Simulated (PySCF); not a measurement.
# SF: one state, many levels of theory

State: ²Π (doublet), unpaired electrons π ↑. Set-up: PySCF, spin-free X2C with a Gaussian nucleus, basis sets S x2c-TZVPPall, F x2c-TZVPPall. De refers to S + F in their high-spin ground configurations, without counterpoise correction. The functionals are run spin-unrestricted. A positive dipole means S(−)F(+).

```tsv
Level	Re (Å)	ωe (cm⁻¹)	De (eV)	μ (D)	CPU s a point (SCF and correlation, without the integrals)
UHF	1.568	924	1.50	-1.06	0.62
UHF-MP2	1.602	850	3.61	n/a	0.99
UHF-SCS-MP2	1.605	839	3.48	n/a	n/a
UHF-CCSD	1.597	859	3.19	n/a	n/a
UHF-CCSD(T)	1.606	836	3.37	n/a	23
PBE	1.624	803	4.10	-0.77	1
revPBE	1.631	791	3.81	-0.77	0.68
PW91	1.623	802	4.13	-0.78	0.69
BLYP	1.639	769	3.94	-0.90	0.66
r²SCAN	1.607	835	3.73	-0.75	1.6
PBE0	1.596	861	3.64	-0.82	1.8
M06-2X	1.593	880	3.69	-0.95	2.1
CAM-B3LYP	1.598	856	3.73	-0.94	2.3
```

The bond length runs from 1.568 Å (UHF) to 1.639 Å (BLYP). De spans 1.50 eV (UHF, mean field) to 4.13 eV (PW91, GGA). Correlation at CCSD(T) changes the Hartree–Fock bond energy by +1.87 eV; the triples alone change it by +0.18 eV.

Correlated steps freeze 6 core orbitals. The state was picked by a PBE0 search and need not be the measured ground state.

The whole job (state search and all levels along the bond) took about 5.9 min on 1 thread of Arm Neoverse V1 (shared host), peak memory 1.5 GiB.
